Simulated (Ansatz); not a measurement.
Rutile CrO2 was calculated with r²SCAN (Ansatz, an electronic-structure program, PAW).

Numerical settings: plane-wave cutoff 560 eV, 12×12×18 k mesh (along the axes of the cell as run), Fermi–Dirac smearing 0.05 eV, spin-polarised with parallel moments, scalar-relativistic PAW data made under PBE.

Cell (measured lattice):

```
CELL_PARAMETERS angstrom
      4.41900     0.00000     0.00000
      0.00000     4.41900     0.00000
      0.00000     0.00000     2.91540
ATOMIC_POSITIONS crystal
  Cr 0.00000 0.00000 0.00000
  Cr 0.50000 0.50000 0.50000
  O  0.30396 0.30396 0.00000
  O  0.80396 0.19604 0.50000
  O  0.19604 0.80396 0.50000
  O  0.69604 0.69604 0.00000
```
Starting moments (μB, in the order of the record's atoms Cr Cr O O O O): 2.5 2.5 0.0 0.0 0.0 0.0.

Problem. What does this level give for the magnetic moment (largest site, within a sphere)?

Solution. 
- magnetic moment (largest site, within a sphere): 1.85 μB

The run finds no gap.

Note: cell and atoms aren't relaxed at this level (largest force component 0.09 eV/Å, pressure -1.8 GPa).

Moments are spin moments.

Computing time: roughly 2.5 core-minutes.
